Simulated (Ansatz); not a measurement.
Reaction (SMILES): [SiH4] (SiH4) → 4 H atom + Si atom
B3LYP-D3(BJ)/def2-TZVP geometries, fixed; electronic energies without zero-point terms.
Largest species:
```xyz
5

Si     0.0000     0.0000     0.0000
H      0.8756     0.8547     0.8331
H     -0.8222    -0.8655     0.8753
H     -0.8862     0.8545    -0.8220
H      0.8328    -0.8437    -0.8864
```

Basis-set convergence of the atomisation energy at PBE0 with Ansatz (a program for electronic structure). Cartesian d functions, on some or all atoms, in 6-31+G*; all else is spherical. The program fits the integrals of some runs and decomposes those of others, by size. Open shells are unrestricted. No added dispersion term, no relativity. Functions are those of the species that has most. Reference: the value in pcseg-4, 315.70 kcal/mol, itself unsure by roughly 0.14 kcal/mol (its mean distance from aug-pcseg-3, aug-cc-pV(Q+d)Z, cc-pV(5+d)Z). Deviations are taken from unrounded values.

| basis | functions | atomisation energy (kcal/mol) | minus reference (kcal/mol) |
|---|---|---|---|
| STO-3G | 13 | 440.47 | 124.78 |
| 6-31+G* | 31 | 313.94 | -1.76 |
| cc-pV(D+d)Z | 43 | 312.79 | -2.91 |
| aug-cc-pV(D+d)Z | 68 | 311.84 | -3.86 |
| def2-TZVPD | 79 | 315.31 | -0.39 |
| def2-TZVPP | 98 | 315.62 | -0.08 |
| cc-pV(Q+d)Z | 184 | 315.98 | 0.29 |
| cc-pV(5+d)Z | 320 | 315.81 | 0.11 |
| pcseg-4 | 349 | 315.70 | 0.00 |
